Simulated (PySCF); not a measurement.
Coordinates in bohr (charge 0 multiplicity 1):
```
S     0.0000    0.0000   -1.0014
O     2.4104    0.2913    0.9107
O    -2.4104   -0.2913    0.9107
H     2.9563   -1.3724    1.4193
H    -2.9563    1.3724    1.4193
```

All numbers come from PBE0 in PySCF with S def2-TZVP, O def2-TZVP, H def2-TZVP; no relativity; density-fitted integrals.

This geometry of S(OH)₂ is a stationary point at this level.

(1) What is the point group?

(2) Is it a minimum?

(3) Which band is strongest in the infrared?

(4) What are the dipole moment and the gap between the highest occupied and lowest empty levels?

Results:

(1) C2.

(2) Yes: all harmonic wavenumbers are real.

(3) 819 cm⁻¹ (b), 194 km/mol.

(4) 0.71 D and 6.54 eV.

This need not be the most stable arrangement of these atoms.
